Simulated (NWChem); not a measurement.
**Correlation energy of disulfur (S2)**

```xyz
2

S      0.0000     0.0000     0.9520
S      0.0000     0.0000    -0.9520
```
Charge 0, spin multiplicity 3.

The numbers come from NWChem runs, not from measurements. The geometry was optimised at UPBE0/def2-SVP, a minimum by its harmonic frequencies.

Basis set: cc-pVDZ. Each correlation energy counts from its own Hartree-Fock reference.

The correlated methods keep 10 core orbitals frozen. The unpaired electrons of the parent sit in orbitals of symmetry b2g and b3g (D2h labels of the run); other states weren't searched. The stability of the SCF solutions was not checked. Open-shell Hartree-Fock references start from PBE0 orbitals. No row is a measurement; the coupled-cluster row has its own basis-set and correlation limits.

For the correlation energy, URI-MP2 gives -238.7 mHa and CCSD[T] on UHF gives -270.5 mHa. What do CCSD(T) on UHF, CCSDT on ROHF, CCSD(T) on ROHF give?

CCSD(T) on UHF: -270.1 mHa; CCSDT on ROHF: -281.7 mHa; CCSD(T) on ROHF: -281.5 mHa.
